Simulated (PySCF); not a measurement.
Computed NMR parameters against published values

Geometry:
```csv
atom,x (Å),y (Å),z (Å)
C1,-0.458,-0.134,1.266
C2,0.529,-0.916,0.844
C3,0.962,-0.570,-0.551
C4,-0.168,0.350,-1.044
C5,-0.856,0.875,0.228
H6,-0.905,-0.175,2.252
H7,1.005,-1.689,1.436
H8,1.931,-0.054,-0.532
H9,1.094,-1.449,-1.187
H10,0.189,1.151,-1.694
H11,-0.884,-0.241,-1.620
H12,-1.939,0.966,0.112
H13,-0.491,1.871,0.508
```

Measured values that the calculation should reproduce: δ ¹H H6/H7 5.74; H8/H9/H12/H13 2.31; H10/H11 1.82 ppm (measured; solution, not stated in the table (CDCl3 in this author's series); The use of chemical shift calculations in the conformational analysis of substituted benzenes, New J. Chem. 2019 (ESI)).

Theoretical values (PySCF 2.14): coordinates at the PBE0-D3(BJ)/def2-TZVP level, σ from GIAO-B97-2/pcSseg-2. A single conformation, no relativistic terms, no solvent model, one averaged value for each set of equivalent atoms.

Q: Set the calculated values beside the experiment.

A: 
Reference values: measured (solution, not stated in the table (CDCl3 in this author's series); The use of chemical shift calculations in the conformational analysis of substituted benzenes, New J. Chem. 2019 (ESI)).
```json
{"atoms": "H6/H7", "quantity": "δ ¹H", "reference": "5.74", "computed": "6.10", "computed, scaled": "5.86"}
{"atoms": "H8/H9/H12/H13", "quantity": "δ ¹H", "reference": "2.31", "computed": "2.46", "computed, scaled": "2.46"}
{"atoms": "H10/H11", "quantity": "δ ¹H", "reference": "1.82", "computed": "1.88", "computed, scaled": "1.91"}
```

Computed shifts are σ(ref) − σ with the named reference compound (TMS for H and C) calculated as an isolated molecule at the same level. The measured values may be among those fitted. Empirical linear scaling, fitted to shifts measured mostly in CDCl3 for H and C (δ vs TMS): ¹H (scatter 0.14 ppm rms, 0.16 ppm with the 4 outliers that the fit left out). Occasional misses reach two or three times the rms, and more in compound classes unlike the fitted ones.

Q: How far are the unscaled ¹H shifts from the references?

A: Mean signed difference +0.19 ppm, mean absolute 0.19 ppm over 3 comparisons; the largest is +0.36 ppm at H6/H7 (hydrogen on an alkene CH).
